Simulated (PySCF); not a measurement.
Level of theory: PBE0-D4/def2-TZVP (PySCF). Gas-phase values, no solvent. 

Reference species (SMILES): `C#C[CH2]` (neutral, multiplicity 2).

| Property | Value |
|---|---|
| highest occupied spin orbital | -6.36 eV |

Changed species: `[C]#C` (radical fragment; the reference has radical fragment).

Give the shifts of the highest occupied spin orbital.

the highest occupied spin orbital falls by 2.24 eV, to -8.60 eV.
